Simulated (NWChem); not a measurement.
System: chloromethane (CH$_{3}$Cl); SMILES ClC

The following NWChem deck was run.

```
start job
memory heap 200 mb stack 900 mb global 1100 mb
geometry units angstroms
  C     -1.225812    -0.064306    -0.014896
  Cl     0.548793     0.028789     0.006670
  H     -1.522523    -0.710384    -0.835195
  H     -1.556417    -0.474240     0.934311
  H     -1.617263     0.938264    -0.156190
end
basis spherical
  * library def2-svp
end
dft
  xc pbe0
  iterations 150
end
driver
  maxiter 120
end
task dft optimize
task dft freq
```

The level has its own optimisation; frequencies are unscaled.

Problem. What results follow from this input? (PBE0/def2-SVP.) Quantities: r C–Cl (Å); r C–H (Å); highest harmonic frequency (cm⁻¹); lowest (cm⁻¹); zero-point energy (kcal/mol); dipole (D).

Solution. r C–Cl (Å): 1.775
r C–H (Å): 1.097
highest harmonic frequency (cm⁻¹): 3207
lowest (cm⁻¹): 765
zero-point energy (kcal/mol): 23.7
dipole (D): 1.87
